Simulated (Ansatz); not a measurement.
Question: Name a neutral molecule of C, F and H with size of the dipole moment (ωB97M-V/def2-TZVPP) between 1.25 and 1.55 D and HOMO energy (B3LYP/def2-TZVPP) between -6.90 and -6.60 eV (Ansatz, PBE0-D4/def2-TZVP geometry).

Answer: `C=CC(=C)F` (1.35 D, -6.80 eV); `FC1=CCC1` (1.46 D, -6.89 eV); `C/C=C(/C)F` (1.40 D, -6.66 eV). Other molecules can fit too; these were computed, each in one conformer that needn't be the lowest.

B3LYP here is the variant with VWN-RPA as its local correlation; programs differ in this.
